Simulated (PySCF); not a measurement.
Compound: the chloronium Ion, H₂Cl (charge +1).
InChI=1S/ClH2/h1H2/q+1

Level of theory: PySCF 2.14.0, PBE0-D3(BJ)/def2-SVP geometry optimisation, gas phase.

Masses are those of the commonest isotopes; rigid-rotor values at the optimised geometry. 

What are A, B and C (MHz)?

Ia = 1.51, Ib = 1.90, Ic = 3.41 u·Å²; 505379 MHz·u·Å²/I gives A = 334601, B = 266003, C = 148192 MHz.

What kind of rotor is it?

An asymmetric top. Ray's parameter κ = (2B − A − C)/(A − C) = 0.264; −1 is the prolate and +1 the oblate limit.

Give the coordinates in the principal-axis frame, origin at the centre of mass.

The sense of each axis is arbitrary; atoms in the order of the calculation.
```
atom  mass (u)   a (Å)   b (Å)  c (Å)
 Cl1    34.969   0.000   0.049  0.000
  H2     1.008  -0.970  -0.843  0.000
  H3     1.008   0.972  -0.841  0.000
```

Where do the levels up to J = 5 lie, in K?

Above 0(0,0), as E/k:
J = 1: 1(0,1) 19.878, 1(1,1) 23.170, 1(1,0) 28.824
J = 2: 2(0,2) 56.199, 2(1,2) 57.273, 2(1,1) 74.235, 2(2,1) 84.112, 2(2,0) 87.547
J = 3: 3(0,3) 106.422, 3(1,3) 106.656, 3(1,2) 138.962, 3(2,2) 143.746, 3(2,1) 156.594, 3(3,1) 176.113, 3(3,0) 177.731
J = 4: 4(0,4) 170.543, 4(1,4) 170.585, 4(1,3) 218.806, 4(2,3) 220.329, 4(2,2) 247.936, 4(3,2) 259.902, 4(3,1) 268.221, 4(4,1) 299.620, 4(4,0) 300.252
J = 5: 5(0,5) 248.802, 5(1,5) 248.809, 5(1,4) 311.984, 5(2,4) 312.343, 5(2,3) 357.247, 5(3,3) 362.530, 5(3,2) 383.944, 5(4,2) 406.389, 5(4,1) 410.856, 5(5,1) 454.950, 5(5,0) 455.170

Which types of transition are allowed, and where do some lines up to J = 3 fall?

The dipole components (about the centre of mass, as the species is charged) are |μa| = 0.00 D, |μb| = 2.50 D, |μc| = 0.00 D; the symmetry axis of this C2v structure is b, so μa and μc vanish by symmetry and there are no a-type or c-type lines. Some lines, for components of 0.1 D or more:

```json
{"type": "b", "branch": "Q", "J(Ka,Kc)": "1(1,0) ← 1(0,1)", "MHz": "186409", "lower level (cm⁻¹)": "13.816"}
{"type": "b", "branch": "Q", "J(Ka,Kc)": "2(2,0) ← 2(1,1)", "MHz": "277386", "lower level (cm⁻¹)": "51.596"}
{"type": "b", "branch": "Q", "J(Ka,Kc)": "3(2,1) ← 3(1,2)", "MHz": "367377", "lower level (cm⁻¹)": "96.584"}
{"type": "b", "branch": "Q", "J(Ka,Kc)": "2(1,1) ← 2(0,2)", "MHz": "375811", "lower level (cm⁻¹)": "39.060"}
{"type": "b", "branch": "Q", "J(Ka,Kc)": "3(3,0) ← 3(2,1)", "MHz": "440423", "lower level (cm⁻¹)": "108.838"}
{"type": "b", "branch": "R", "J(Ka,Kc)": "1(1,1) ← 0(0,0)", "MHz": "482794", "lower level (cm⁻¹)": "0.000"}
{"type": "b", "branch": "Q", "J(Ka,Kc)": "2(2,1) ← 2(1,2)", "MHz": "559227", "lower level (cm⁻¹)": "39.807"}
{"type": "b", "branch": "Q", "J(Ka,Kc)": "3(3,1) ← 3(2,2)", "MHz": "674422", "lower level (cm⁻¹)": "99.909"}
{"type": "b", "branch": "Q", "J(Ka,Kc)": "3(1,2) ← 3(0,3)", "MHz": "678031", "lower level (cm⁻¹)": "73.967"}
{"type": "b", "branch": "R", "J(Ka,Kc)": "2(0,2) ← 1(1,1)", "MHz": "688201", "lower level (cm⁻¹)": "16.104"}
{"type": "b", "branch": "Q", "J(Ka,Kc)": "3(2,2) ← 3(1,3)", "MHz": "772847", "lower level (cm⁻¹)": "74.129"}
{"type": "b", "branch": "R", "J(Ka,Kc)": "2(1,2) ← 1(0,1)", "MHz": "779179", "lower level (cm⁻¹)": "13.816"}
{"type": "b", "branch": "R", "J(Ka,Kc)": "3(0,3) ← 2(1,2)", "MHz": "1024103", "lower level (cm⁻¹)": "39.807"}
{"type": "b", "branch": "R", "J(Ka,Kc)": "3(1,3) ← 2(0,2)", "MHz": "1051346", "lower level (cm⁻¹)": "39.060"}
{"type": "b", "branch": "R", "J(Ka,Kc)": "3(1,2) ← 2(2,1)", "MHz": "1142906", "lower level (cm⁻¹)": "58.460"}
{"type": "b", "branch": "R", "J(Ka,Kc)": "2(2,1) ← 1(1,0)", "MHz": "1151997", "lower level (cm⁻¹)": "20.034"}
{"type": "b", "branch": "R", "J(Ka,Kc)": "2(2,0) ← 1(1,1)", "MHz": "1341399", "lower level (cm⁻¹)": "16.104"}
{"type": "b", "branch": "R", "J(Ka,Kc)": "3(2,2) ← 2(1,1)", "MHz": "1448381", "lower level (cm⁻¹)": "51.596"}
{"type": "b", "branch": "R", "J(Ka,Kc)": "3(3,1) ← 2(2,0)", "MHz": "1845417", "lower level (cm⁻¹)": "60.849"}
{"type": "b", "branch": "R", "J(Ka,Kc)": "3(3,0) ← 2(2,1)", "MHz": "1950707", "lower level (cm⁻¹)": "58.460"}
{"type": "b", "branch": "R", "J(Ka,Kc)": "3(2,1) ← 2(1,2)", "MHz": "2069510", "lower level (cm⁻¹)": "39.807"}
```

Estimate the classical rotational partition function at 100 K and 200 K.

Point group C2v, symmetry number σ = 2; q = (√π/σ)·√((kT/h)³/(ABC)), k/h = 20836.6 MHz/K: 23.2 at 100 K, 65.6 at 200 K.

Not checked by PBE0-D3(BJ)/def2-SVP frequencies. Constants of a rigid frame at the computed geometry: no zero-point averaging, no centrifugal distortion. Quadrupole hyperfine structure (35Cl) is left out.
